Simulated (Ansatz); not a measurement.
Two isomers of C4H7ClO: A = `C/C(Cl)=C/CO`, B = `C/C(O)=C/CCl`.

Isolated molecules relaxed with PBE0-D4/def2-TZVP in Ansatz; ΔE leaves out vibrations. CCSD(T)/CBS adds triple-zeta CCSD(T) − MP2 to the extrapolated MP2 energy (def2 sets, frozen cores). Double bonds are as drawn, so ΔE can hold a change between cis and trans. DFT in def2-TZVPP. B3LYP here is the variant with VWN-RPA as its local correlation; programs differ in this. Each species was taken in one conformer, which may not be the lowest.

A:

Z-matrix (Å, degrees):
```
C
C 1 1.487
H 1 1.093 2 110.6
H 1 1.091 2 110.3 3 120.7
H 1 1.093 2 110.7 3 -118.7
Cl 2 1.742 1 113.1 3 58.6
C 2 1.328 1 125.6 3 -121.8
C 7 1.489 2 127.8 1 178.8
H 7 1.087 2 116.4 1 0.8
O 8 1.417 7 111.6 2 -123.0
H 8 1.094 7 109.8 2 120.6
H 8 1.095 7 110.6 2 1.9
H 10 0.961 8 107.7 7 60.4
```

B:

```xyz
13

C    -1.118    0.357   -1.481
C    -0.478    0.092   -0.164
O    -1.330   -0.117    0.875
C     0.840    0.056    0.036
C     1.462   -0.218    1.346
Cl    2.254   -1.845    1.382
H    -1.745   -0.490   -1.781
H    -0.369    0.517   -2.255
H    -1.758    1.245   -1.432
H    -2.236   -0.077    0.560
H     1.489    0.215   -0.815
H     0.731   -0.221    2.150
H     2.260    0.486    1.580
```

**Question.** Which is lower in electronic energy at CCSD(T)/CBS, and by how much? (Estimate.)

**Answer.** Computed: B, by 5.0 kcal/mol.

**Question.** Give E(B) − E(A) in kcal/mol with CCSD(T)/def2-TZVPP, r2SCAN-D4, B3LYP, B3LYP-D4, HF/def2-TZVPP, MP2/def2-TZVPP, PBE0-D4. (Estimate.)

**Answer.** Computed: CCSD(T)/def2-TZVPP -4.9, r2SCAN-D4 -6.2, B3LYP -6.1, B3LYP-D4 -5.9, HF/def2-TZVPP -6.4, MP2/def2-TZVPP -4.7, PBE0-D4 -5.9. None reverses the order clearly.

Largest T1 diagnostic: 0.011.

In def2-TZVPP, CCSD(T) changes the Hartree–Fock value by +1.5 kcal/mol (the triples alone add +0.1 kcal/mol) and MP2 by +1.7 kcal/mol.
